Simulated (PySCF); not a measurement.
Level of theory: TPSSh-D3(BJ)/def2-TZVP // BP86-D3(BJ)/def2-SVP run with PySCF. Gas-phase values, no solvent. 

Reference species (SMILES): `[OH]` (neutral, multiplicity 2).

- dipole moment: 1.75 D

Changed species: `[NH2]` (free radical NH2; the reference has free radical OH).

Question: What does the change do to the dipole moment?

Answer: the dipole moment increases by 0.18 D, to 1.93 D.
